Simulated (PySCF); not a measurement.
Metal–ligand bonds in Cd(NH2)1–Y. Isolated molecules, 0 K electronic values unless said otherwise. One relaxed conformer stands for each flexible species; it need not be the lowest. Multiplicities are imposed; where one is given, others were not computed. Strings in code marks are SMILES.

The highest occupied spin orbital from two functionals at the same geometries (PBE-D3(BJ)/def2-SVP), both in PySCF: PBE-D3(BJ)/def2-TZVP and TPSSh-D3(BJ)/def2-TZVP. 

```csv
species,PBE-D3(BJ)/def2-TZVP (eV)
ligand removed as a radical,-4.71
free radical OH,-7.14
free radical NH2,-7.20
free radical CH3 (`[CH3]`),-5.38
free radical OCH3 (`C[O]`),-5.97
free radical N(CH3)2,-5.56
free radical SH,-6.12
```

Task: What does TPSSh-D3(BJ)/def2-TZVP give for each?

Result: 
- ligand removed as a radical: -5.11
- free radical OH: -8.07
- free radical NH2: -7.98
- free radical CH3 (`[CH3]`): -6.06
- free radical OCH3 (`C[O]`): -6.88
- free radical N(CH3)2: -6.40
- free radical SH: -6.75
Over these rows, drawn at random from the members with no instability flagged (it was tested for open shells, ions and some series alone), PBE minus TPSSh-D3(BJ): mean +0.74 eV, from +0.40 eV to +0.93 eV.
